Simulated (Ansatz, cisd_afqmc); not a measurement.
System: CH$_{2}$, charge 0, triplet. CH2 (SMILES [CH2], triplet).
B3LYP-D3(BJ)/def2-TZVP minimum from Ansatz (a first-principles code):
```
C
H 1 1.0782
H 1 1.0782 2 135.03
```
Charge 0, spin multiplicity 3.

Total energies in cc-pVTZ, 6 correlated electrons, 1 frozen orbitals. Open shells are spin-unrestricted; no spin-orbit coupling. Correlated methods leave the cores frozen. No relativity. The Monte Carlo rows (phaseless AFQMC, CISD trial, step 0.005/hartree) carry one-sigma bars that omit the constraint's bias. Outlying blocks are dropped, and bars are widened where a walk drifts. Over all cases where full CI ran beside it in this data, AFQMC minus full CI had a median of +0.1 mEh and passed +0.4 mEh in a tenth of the cases.

| method | program | energy (Eh) | minus CCSDT(Q) (mEh) |
|---|---|---|---|
| HF | Ansatz | -38.93759 | 140.79 |
| MP2 | Ansatz | -39.05537 | 23.01 |
| CCSD | Ansatz | -39.07443 | 3.96 |
| CCSD(T) | Ansatz | -39.07782 | 0.56 |
| CCSDT(Q) | Ansatz | -39.07839 | 0.00 |
| AFQMC/CISD | cisd_afqmc | -39.0786 ± 0.0002 | -0.2 ± 0.2 |
